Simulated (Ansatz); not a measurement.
Geometry optimisation, Ansatz 0.2.0, RKS B3LYP-D4/def2-SVP.

Input:

```yaml
crystal:
  periodic: [false, false, false]
  atoms:
    - { symbol: C, position_ang: [-0.0754, 0.1773, -1.6168] }
    - { symbol: "N", position_ang: [0.1226, -0.6188, -0.8259] }
    - { symbol: H, position_ang: [-0.258, 0.9146, -2.3556] }
    - { symbol: O, position_ang: [-1.1679, -0.0254, 1.6099] }
    - { symbol: S, position_ang: [0.1215, -0.6593, 1.5174] }
    - { symbol: O, position_ang: [1.2572, 0.2116, 1.6711] }
basis:
  gaussian: { orbitals: def2-SVP }
hamiltonian:
  xc: b3lyp
  dispersion: d4
relax:
  f_tol: 0.02
  max_steps: 40
output:
  orbitals: {}
```

Launched with:

```bash
$ ansatz run input.yaml --threads 1 --pin off --max-ram 2048MiB --backend cpu --events-out ev --progress --plain --runs-dir out
```

Where does it end, and by what steps?

It converged. The force dipped under the threshold on the way, but the program's further checks kept it going. After 15 steps the energy has fallen by 0.369 eV; H3 moved furthest, 0.61 Å.

```
step  energy less start (eV)  largest force component (eV/Å)  accepted
   0                  0.0000                           1.783       yes
   1                 -0.2902                           0.841       yes
   2                 -0.3623                           0.207       yes
   3                 -0.3589                           0.549        no
   4                 -0.3636                           0.332       yes
   5                 -0.3650                           0.279       yes
   6                 -0.3646                           0.590        no
   7                 -0.3665                           0.175       yes
   8                 -0.3679                           0.140       yes
   9                 -0.3682                           0.166       yes
  10                 -0.3686                           0.065       yes
  11                 -0.3680                           0.098        no
  12                 -0.3688                           0.019       yes
  13                 -0.3689                           0.049       yes
  14                 -0.3689                           0.024       yes
  15                 -0.3689                           0.009       yes
```

```xyz
6
Properties=species:S:1:pos:R:3
C -0.095 0.264 -2.024
N 0.029 -0.312 -1.032
H -0.211 0.802 -2.953
O -1.180 -0.151 2.091
S 0.145 -0.733 1.864
O 1.312 0.131 2.054
```

Whether the end is a true minimum wasn't checked by a vibrational analysis.

Run time: 50 s on 1 thread of Arm Neoverse V1, on a shared host, peak memory 0.15 GiB.
